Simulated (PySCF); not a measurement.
Ionisation energies (eV) were calculated with PySCF 2.14 by MP2 (valence), LDA, PBE0, in another order, as differences of total energies without spin-orbit coupling. The measured values are between term centres (NIST).

| species | measured | A | B | C |
| --- | --- | --- | --- | --- |
| F⁺ (aug-cc-pV5Z, non-relativistic) | 34.950 | 34.818 | 35.260 | 35.285 |
| Ne (aug-cc-pV5Z, non-relativistic) | 21.597 | 21.772 | 21.444 | 22.185 |
| Al (aug-cc-pV(5+d)Z, non-relativistic) | 5.977 | 5.865 | 6.099 | 6.037 |
| Cl⁺ (aug-cc-pV(5+d)Z, non-relativistic) | 23.771 | 23.547 | 23.840 | 23.979 |
| Sn (aug-cc-pV5Z-PP with ECP28MDF, ECP) | 7.389 | 7.193 | 7.309 | 7.415 |
| Te (aug-cc-pV5Z-PP with ECP28MDF, ECP) | 8.749 | 8.504 | 8.731 | 9.001 |
| Xe (aug-cc-pV5Z-PP with ECP28MDF, ECP) | 12.565 | 12.458 | 12.382 | 12.606 |
| Tl⁺ (aug-cc-pV5Z-PP with ECP60MDF, ECP) | 20.428 | 18.950 | 20.184 | 20.964 |

Question: Which column is which method?

Answer: A is MP2 (valence) (mean error -0.29 eV); B is PBE0 (mean error -0.02 eV); C is LDA (mean error 0.26 eV). Valence MP2 in a finite basis recovers only part of the missing correlation, so it stays below experiment on average. PBE0, with a quarter of exact exchange, lies close to experiment on average. LDA overbinds the outer electron and comes out highest.
